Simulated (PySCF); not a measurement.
**Na₂: mean field, correlation and small terms against distance**

State: singlet, closed shell. RHF-based CCSD(T) in PySCF 2.14 with Na cc-pCVDZ and Na cc-pCVTZ (frozen core orbitals: 2; no relativity). Correlation energies are extrapolated as n⁻³ (n = 2, 3), Hartree–Fock as (n+1)·exp(−9√n). SR is the spin-free X2C energy in Na cc-pCVTZ-DK less the non-relativistic one in Na cc-pCVTZ. All energies in eV from Na + Na.

```json
{"R (Å)": "2.7424", "HF/CBS": "0.153", "CCSD corr.": "-0.775", "(T)": "-0.0451", "SR": "-0.0022", "total": "-0.670"}
{"R (Å)": "2.8671", "HF/CBS": "0.084", "CCSD corr.": "-0.757", "(T)": "-0.0436", "SR": "-0.0015", "total": "-0.718"}
{"R (Å)": "2.9917", "HF/CBS": "0.041", "CCSD corr.": "-0.739", "(T)": "-0.0424", "SR": "-0.0009", "total": "-0.741"}
{"R (Å)": "3.1164", "HF/CBS": "0.021", "CCSD corr.": "-0.723", "(T)": "-0.0416", "SR": "-0.0003", "total": "-0.744"}
{"R (Å)": "3.2410", "HF/CBS": "0.019", "CCSD corr.": "-0.709", "(T)": "-0.0413", "SR": "0.0002", "total": "-0.731"}
{"R (Å)": "3.3969", "HF/CBS": "0.037", "CCSD corr.": "-0.694", "(T)": "-0.0417", "SR": "0.0007", "total": "-0.699"}
{"R (Å)": "3.5527", "HF/CBS": "0.072", "CCSD corr.": "-0.684", "(T)": "-0.0429", "SR": "0.0010", "total": "-0.654"}
```

A fit to the total gives Re = 3.0734 Å, De = 0.745 eV, ωe = 161.4 cm⁻¹, Be = 0.1553 cm⁻¹ (masses 22.9898 and 22.9898 u).

At R = 3.1164 Å the CCSD correlation energy is -0.406995 hartree in the smaller basis and -0.565783 in the larger. Extrapolate it.

(3³·E3 − 2³·E2)/(3³ − 2³) = -0.63264 hartree; the larger basis holds 89.4 % of it.

The T1 diagnostic is 0.006. The open-shell atoms are computed with UHF. Spin–orbit coupling, excitations beyond (T) and corrections to the Born–Oppenheimer picture are left out.
